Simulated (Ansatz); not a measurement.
**C3H5F3 (SMILES CC(F)C(F)F): levels of theory compared**

Wanted: a comparison of 6 runs (HF/STO-3G, HF/3-21G, HF/def2-SVP, B3LYP/6-31G*, BLYP/def2-SVP, PBE0/def2-SVP) of C3H5F3. 

The results are computed with Ansatz 0.2.0.

2 further runs of the same task are left out: 1 that didn't finish, 1 set aside as unsound or not needed.

## Step 1: Starting point

The species is C3H5F3 (11 atoms), meant as a singlet with charge 0. SMILES: `CC(F)C(F)F`. The coordinates come from a PBE0-D4/def2-TZVP relaxation. This is one conformer, not always the lowest.

Bond lengths: C1–C2 1.505 Å, C2–F3 1.383 Å, C2–C4 1.516 Å, C4–F5 1.351 Å, C4–F6 1.357 Å, C1–H7 1.090 Å, C1–H8 1.092 Å, C1–H9 1.091 Å, C2–H10 1.095 Å, C4–H11 1.096 Å. Some angles: C1–C2–F3 109.7°, C1–C2–C4 112.9°, F3–C2–C4 106.6°, C2–C4–F5 110.2°, C2–C4–F6 109.2°, F5–C4–F6 107.6°, C1–C2–H10 111.8°, F3–C2–H10 107.7°, C4–C2–H10 108.0°, C2–C1–H7 109.6°.

## Step 2: Energy and forces at HF/STO-3G (run 1)

in.yaml reads:

```yaml
crystal:
  periodic: [false, false, false]
  atoms:
    - {symbol: C, position_ang: [0.178400, -0.886500, 0.940600]}
    - {symbol: C, position_ang: [0.545100, 0.171400, -0.064600]}
    - {symbol: F, position_ang: [1.407700, -0.360300, -1.005800]}
    - {symbol: C, position_ang: [-0.653700, 0.700500, -0.826300]}
    - {symbol: F, position_ang: [-0.276800, 1.702500, -1.650000]}
    - {symbol: F, position_ang: [-1.553500, 1.208100, 0.053200]}
    - {symbol: H, position_ang: [1.081900, -1.265000, 1.419700]}
    - {symbol: H, position_ang: [-0.332200, -1.720900, 0.454500]}
    - {symbol: H, position_ang: [-0.476800, -0.471100, 1.707100]}
    - {symbol: H, position_ang: [1.049600, 1.022300, 0.406100]}
    - {symbol: H, position_ang: [-1.144400, -0.073800, -1.426300]}
basis:
  gaussian: {orbitals: STO-3G}
hamiltonian: {xc: hf}
accuracy: high
output: {forces: true, orbitals: {seedname: orbitals}}
```

Run with:

```bash
ansatz run in.yaml --threads 1 --pin off --max-ram 2610MiB --events-out events.jsonl --progress --plain --runs-dir runs
```

Standard output, shortened:

```text
Warning: RAYON_NUM_THREADS=1 ignored (pool sized by the plan → 1); use --threads N
Functional definition: HF
  name "HF"
[...]
770 factors; integrals over basis functions are off by at most 4.6e-8 eV
[...]
mean field -11135.91024178 eV, -409.2371531944 hartree, gradient 1.9e-8 eV, S^2 0.000000; 0 other end points of the search recorded, 0 dependent functions left out
[...]
reference -11135.91024178 eV, -409.2371531944 hartree; 25, 25 occupied and 10, 10 virtual orbitals, 770 factors
Total energy: -11135.91024178 eV, -409.2371531944 hartree
Atom 0 at     0.178400    -0.886500     0.940600 Å, force    -0.486437    -1.162951     1.427705 eV/Å
Atom 1 at     0.545100     0.171400    -0.064600 Å, force     2.122041    -0.078831    -0.546212 eV/Å
Atom 2 at     1.407700    -0.360300    -1.005800 Å, force     0.579099    -0.314323    -0.385423 eV/Å
Atom 3 at    -0.653700     0.700500    -0.826300 Å, force    -1.445021     0.070577    -0.347638 eV/Å
Atom 4 at    -0.276800     1.702500    -1.650000 Å, force     0.600677     1.373896    -1.186264 eV/Å
Atom 5 at    -1.553500     1.208100     0.053200 Å, force    -1.233668     0.609262     1.025754 eV/Å
Atom 6 at     1.081900    -1.265000     1.419700 Å, force    -0.223976     0.043199    -0.057648 eV/Å
Atom 7 at    -0.332200    -1.720900     0.454500 Å, force     0.140840     0.239853     0.132776 eV/Å
Atom 8 at    -0.476800    -0.471100     1.707100 Å, force     0.123359    -0.134564    -0.151536 eV/Å
Atom 9 at     1.049600     1.022300     0.406100 Å, force    -0.099414     0.131471     0.340001 eV/Å
Atom 10 at    -1.144400    -0.073800    -1.426300 Å, force    -0.077501    -0.777589    -0.251514 eV/Å
Dipole moment:    -0.040775    -0.193956     0.198531 e Å
```

Run time: 2.6 s. Hardware: 1 thread of AMD EPYC 7R43 (Zen 3), shared host; peak memory 0.1 GiB.

## Step 3: Energy and gradient at HF/3-21G (run 2)

job.yaml reads:

```yaml
crystal:
  periodic: [false, false, false]
  atoms:
    - {symbol: C, position_ang: [0.178400, -0.886500, 0.940600]}
    - {symbol: C, position_ang: [0.545100, 0.171400, -0.064600]}
    - {symbol: F, position_ang: [1.407700, -0.360300, -1.005800]}
    - {symbol: C, position_ang: [-0.653700, 0.700500, -0.826300]}
    - {symbol: F, position_ang: [-0.276800, 1.702500, -1.650000]}
    - {symbol: F, position_ang: [-1.553500, 1.208100, 0.053200]}
    - {symbol: H, position_ang: [1.081900, -1.265000, 1.419700]}
    - {symbol: H, position_ang: [-0.332200, -1.720900, 0.454500]}
    - {symbol: H, position_ang: [-0.476800, -0.471100, 1.707100]}
    - {symbol: H, position_ang: [1.049600, 1.022300, 0.406100]}
    - {symbol: H, position_ang: [-1.144400, -0.073800, -1.426300]}
basis:
  gaussian: {orbitals: 3-21G.json}
hamiltonian: {xc: hf}
accuracy: high
output: {forces: true, orbitals: {seedname: orbitals}}
```

The basis set 3-21G is read from a file made from the Basis Set Exchange's data (not shown).

Run with:

```bash
ansatz run job.yaml --threads 1 --pin off --max-ram 2610MiB --events-out events.jsonl --progress --plain --runs-dir runs
```

Standard output, shortened:

```text
Warning: RAYON_NUM_THREADS=1 ignored (pool sized by the plan → 1); use --threads N
[... 2 set-up lines as earlier in the session ...]
[...]
1506 factors; integrals over basis functions are off by at most 1.1e-8 eV
[...]
mean field -11226.82841502 eV, -412.5783344342 hartree, gradient 4.1e-8 eV, S^2 0.000000; 0 other end points of the search recorded, 0 dependent functions left out
[...]
reference -11226.82841502 eV, -412.5783344342 hartree; 25, 25 occupied and 39, 39 virtual orbitals, 1506 factors
Total energy: -11226.82841502 eV, -412.5783344342 hartree
Atom 0 at     0.178400    -0.886500     0.940600 Å, force    -0.260400    -0.253410     0.477099 eV/Å
Atom 1 at     0.545100     0.171400    -0.064600 Å, force    -0.170765     1.138206     0.520827 eV/Å
Atom 2 at     1.407700    -0.360300    -1.005800 Å, force     0.466848    -0.458756    -0.725840 eV/Å
Atom 3 at    -0.653700     0.700500    -0.826300 Å, force    -0.202274    -1.527247    -0.496669 eV/Å
Atom 4 at    -0.276800     1.702500    -1.650000 Å, force     0.438326     0.737002    -0.556808 eV/Å
Atom 5 at    -1.553500     1.208100     0.053200 Å, force    -0.468806     0.204135     0.769289 eV/Å
Atom 6 at     1.081900    -1.265000     1.419700 Å, force    -0.280408     0.069602    -0.160460 eV/Å
Atom 7 at    -0.332200    -1.720900     0.454500 Å, force     0.187241     0.227326     0.129254 eV/Å
Atom 8 at    -0.476800    -0.471100     1.707100 Å, force     0.190041    -0.107848    -0.291914 eV/Å
Atom 9 at     1.049600     1.022300     0.406100 Å, force    -0.400626    -0.420726    -0.145882 eV/Å
Atom 10 at    -1.144400    -0.073800    -1.426300 Å, force     0.500822     0.391717     0.481103 eV/Å
Dipole moment:    -0.079835    -0.333665     0.344154 e Å
```

Run time: 3.6 s. Hardware: 1 thread of AMD EPYC 7R43 (Zen 3), shared host; peak memory 0.17 GiB.

Runs 3 to 4 aren't shown in full; the table further down has their settings and results.

## Step 4: Energy and gradient at BLYP/def2-SVP (run 5)

molecule.yaml reads:

```yaml
crystal:
  periodic: [false, false, false]
  atoms:
    - symbol: C
      position_ang: [0.178400, -0.886500, 0.940600]
    - symbol: C
      position_ang: [0.545100, 0.171400, -0.064600]
    - symbol: F
      position_ang: [1.407700, -0.360300, -1.005800]
    - symbol: C
      position_ang: [-0.653700, 0.700500, -0.826300]
    - symbol: F
      position_ang: [-0.276800, 1.702500, -1.650000]
    - symbol: F
      position_ang: [-1.553500, 1.208100, 0.053200]
    - symbol: H
      position_ang: [1.081900, -1.265000, 1.419700]
    - symbol: H
      position_ang: [-0.332200, -1.720900, 0.454500]
    - symbol: H
      position_ang: [-0.476800, -0.471100, 1.707100]
    - symbol: H
      position_ang: [1.049600, 1.022300, 0.406100]
    - symbol: H
      position_ang: [-1.144400, -0.073800, -1.426300]
basis:
  gaussian: {orbitals: def2-SVP}
hamiltonian: {xc: {name: BLYP}}
total_charge: 0
output: {forces: true, orbitals: {seedname: orbitals}}
accuracy: high
```

Run with:

```bash
ansatz run molecule.yaml --threads 1 --pin off --max-ram 2610MiB --events-out events.jsonl --progress --plain --runs-dir runs
```

Standard output, shortened:

```text
Warning: RAYON_NUM_THREADS=1 ignored (pool sized by the plan → 1); use --threads N
Functional definition: BLYP
  name "BLYP"
[...]
2621 factors; integrals over basis functions are off by at most 8.8e-9 eV
[...]
mean field -11331.91119395 eV, -416.4400553324 hartree, gradient 1.4e-8 eV, S^2 0.000000; 0 other end points of the search recorded, 0 dependent functions left out
[...]
reference -11331.91124592 eV, -416.4400572423 hartree; 25, 25 occupied and 84, 84 virtual orbitals, 2621 factors
Total energy: -11331.91124592 eV, -416.4400572423 hartree
Atom 0 at     0.178400    -0.886500     0.940600 Å, force     0.032978     0.036895     0.117620 eV/Å
Atom 1 at     0.545100     0.171400    -0.064600 Å, force    -0.111697    -0.146230    -0.013545 eV/Å
Atom 2 at     1.407700    -0.360300    -1.005800 Å, force     0.550037    -0.328371    -0.552744 eV/Å
Atom 3 at    -0.653700     0.700500    -0.826300 Å, force     0.105664     0.013204     0.021774 eV/Å
Atom 4 at    -0.276800     1.702500    -1.650000 Å, force     0.308118     0.642643    -0.625824 eV/Å
Atom 5 at    -1.553500     1.208100     0.053200 Å, force    -0.695664     0.285683     0.667871 eV/Å
Atom 6 at     1.081900    -1.265000     1.419700 Å, force     0.443800    -0.225604     0.260902 eV/Å
Atom 7 at    -0.332200    -1.720900     0.454500 Å, force    -0.251372    -0.428809    -0.231628 eV/Å
Atom 8 at    -0.476800    -0.471100     1.707100 Å, force    -0.338271     0.179458     0.396505 eV/Å
Atom 9 at     1.049600     1.022300     0.406100 Å, force     0.191265     0.489907     0.286842 eV/Å
Atom 10 at    -1.144400    -0.073800    -1.426300 Å, force    -0.234858    -0.518777    -0.327774 eV/Å
Dipole moment:    -0.060645    -0.234465     0.259827 e Å
```

Run time: 22 s. Hardware: 1 thread of AMD EPYC 7R43 (Zen 3), shared host; peak memory 0.35 GiB.

## Step 5: Energy and forces at PBE0/def2-SVP (run 6)

job.yaml reads:

```yaml
crystal:
  periodic: [false, false, false]
  atoms:
    - symbol: C
      position_ang: [0.178400, -0.886500, 0.940600]
    - symbol: C
      position_ang: [0.545100, 0.171400, -0.064600]
    - symbol: F
      position_ang: [1.407700, -0.360300, -1.005800]
    - symbol: C
      position_ang: [-0.653700, 0.700500, -0.826300]
    - symbol: F
      position_ang: [-0.276800, 1.702500, -1.650000]
    - symbol: F
      position_ang: [-1.553500, 1.208100, 0.053200]
    - symbol: H
      position_ang: [1.081900, -1.265000, 1.419700]
    - symbol: H
      position_ang: [-0.332200, -1.720900, 0.454500]
    - symbol: H
      position_ang: [-0.476800, -0.471100, 1.707100]
    - symbol: H
      position_ang: [1.049600, 1.022300, 0.406100]
    - symbol: H
      position_ang: [-1.144400, -0.073800, -1.426300]
basis:
  gaussian:
    orbitals: def2-SVP
accuracy: high
output:
  forces: true
  orbitals: {seedname: orbitals}
hamiltonian:
  xc: pbe0
```

Run with:

```bash
ansatz run job.yaml --threads 1 --pin off --max-ram 2610MiB --events-out events.jsonl --progress --plain --runs-dir runs
```

Standard output, shortened:

```text
Warning: RAYON_NUM_THREADS=1 ignored (pool sized by the plan → 1); use --threads N
Functional definition: PBE0
  name "PBE0"
[...]
2621 factors; integrals over basis functions are off by at most 8.8e-9 eV
[...]
mean field -11323.07939707 eV, -416.1154927834 hartree, gradient 6.2e-8 eV, S^2 0.000000; 0 other end points of the search recorded, 0 dependent functions left out
[...]
reference -11323.07939915 eV, -416.1154928600 hartree; 25, 25 occupied and 84, 84 virtual orbitals, 2621 factors
Total energy: -11323.07939915 eV, -416.1154928600 hartree
Atom 0 at     0.178400    -0.886500     0.940600 Å, force     0.069087     0.204742    -0.101320 eV/Å
Atom 1 at     0.545100     0.171400    -0.064600 Å, force     0.034769    -0.366058    -0.369822 eV/Å
Atom 2 at     1.407700    -0.360300    -1.005800 Å, force    -0.142274     0.073327     0.125234 eV/Å
Atom 3 at    -0.653700     0.700500    -0.826300 Å, force     0.023649     0.593108     0.122204 eV/Å
Atom 4 at    -0.276800     1.702500    -1.650000 Å, force    -0.004715    -0.161779     0.107429 eV/Å
Atom 5 at    -1.553500     1.208100     0.053200 Å, force     0.113137    -0.113022    -0.063938 eV/Å
Atom 6 at     1.081900    -1.265000     1.419700 Å, force     0.231947    -0.112692     0.124402 eV/Å
Atom 7 at    -0.332200    -1.720900     0.454500 Å, force    -0.121643    -0.217118    -0.127466 eV/Å
Atom 8 at    -0.476800    -0.471100     1.707100 Å, force    -0.178256     0.102868     0.196836 eV/Å
Atom 9 at     1.049600     1.022300     0.406100 Å, force     0.074996     0.249460     0.136257 eV/Å
Atom 10 at    -1.144400    -0.073800    -1.426300 Å, force    -0.100697    -0.252836    -0.149816 eV/Å
Dipole moment:    -0.069399    -0.267482     0.290835 e Å
```

It took 17 s on 1 thread of AMD EPYC 7R43 (Zen 3), shared host; peak memory 0.45 GiB.

## Step 6: Overview of the runs

```
run                               level  Cartesian functions  energy (Eh)  dipole moment (D)  HOMO energy (eV)  LUMO energy (eV)  wall time
  1                           HF/STO-3G                   no  -409.237153               1.35            -10.21             13.51      2.6 s
  2                            HF/3-21G                   no  -412.578334               2.33            -13.33              7.08      3.6 s
  3                         HF/def2-SVP                   no  -414.505946               2.27            -13.71              4.85      9.6 s
  4  B3LYP/6-31G* (Cartesian functions)                  yes  -416.843335               1.76             -8.75              2.32       17 s
  5                       BLYP/def2-SVP                   no  -416.440057               1.71             -7.34              1.11       22 s
  6                       PBE0/def2-SVP                   no  -416.115493               1.93             -9.29              2.01       17 s
```

## Step 7: Summary of results

| quantity | value |
| --- | --- |
| run 6: total energy | -416.11549 Eh |
| run 6: dipole moment | 1.93 D |
| run 6: HOMO energy | -9.29 eV |
| run 6: LUMO energy | 2.01 eV |
| run 6: HOMO–LUMO gap | 11.29 eV |
| run 6: largest force on an atom | 0.606 eV/Å |

What this shows: The dipole moment (its size) runs from 1.35 D (HF/STO-3G) to 2.33 D (HF/3-21G). The HOMO–LUMO gap runs from 8.45 eV (BLYP/def2-SVP) to 23.72 eV (HF/STO-3G). The two ends differ in method and basis. Totals of different functionals can't be ranked against each other. In run 1 the basis is minimal, so the values are rough. All runs together took 72 s, the longest 22 s.
